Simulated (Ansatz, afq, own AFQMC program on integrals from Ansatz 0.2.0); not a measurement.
## Where AFQMC and coupled cluster stand for Sn, singlet

A free Sn atom.

Basis def2-TZVPP with its core potentials. Only valence electrons are correlated. Ansatz 0.2.0 and our own AFQMC program on the same integrals; the CISD trial comes from CCSD amplitudes, and released means the phaseless constraint is let go. Uncertainties: one standard error, sampling alone. No spin–orbit coupling.

Determinant: RHF, the one that the program's search chose, which needn't be the lowest solution.

Full CI on the same integrals is exact in this basis and with this determinant's frozen core.

Cautions: no spin-orbit coupling; inner d shell frozen; another spin lies lower (by 749 meV); restricted determinant unstable towards unrestricted (UHF 1.16 eV lower, ⟨S²⟩ 1.03); strong correlation (T1 0.015, weight of the determinant 0.78, largest double 0.30); the ph-AFQMC/CISD walk drifts between its halves (2.7 errors); the determinant fills the p orbitals unequally in pairs, so it mixes two states of the atom (¹D and ¹S), and each level undoes that mixture to a different degree, while full CI gives the lower state; CCSDT(Q) on the UHF determinant differs (741 meV lower), perhaps since the unrestricted series falls towards higher spin.

```
T1 diagnostic                               : 0.0150
weight of the determinant in the CISD state : 0.782
size of the correlated space                : 4 electrons in 41 orbitals
```

```
  level  correlation energy (eV)
    MP2                  -1.4944
   CCSD                  -2.1434
CCSD(T)                  -2.2356
```

Question: Estimate where full CI lies against CCSD(T) on the same integrals.

Answer: 6.3 kJ/mol below CCSD(T).

Reference: full CI, correlation energy -2.301 eV. The released energy is read at 2.40 1/Eh (meV from the phaseless value at times in 1/Eh: -8 ± 9 at 0.24, -12 ± 10 at 0.51, -11 ± 10 at 0.99, -30 ± 11 at 1.62, -31 ± 13 at 2.40). The cautions show a poor starting determinant, so the rows tell how each method copes with it here, and full CI is the sure value.

| level | E − E(reference) (kJ/mol) | share of correlation (%) |
| --- | --- | --- |
| CCSD(T) | 6.3 | 97.15 |
| CCSDT | 4.5 | 97.96 |
| CCSDT(Q) | 1.6 | 99.29 |
| ph-AFQMC/CISD | 0.4 ± 0.7 | 99.81 |
| released AFQMC | -2.6 ± 1.3 | 101.17 |

CCSDT and higher add their correlation energy to the determinant of the CCSD(T) run, since their own runs factorise the integrals more tightly (a shift of under 2 meV). Released energies are given only where the last usable release times agree within the noise; a slower fall can still hide under it.
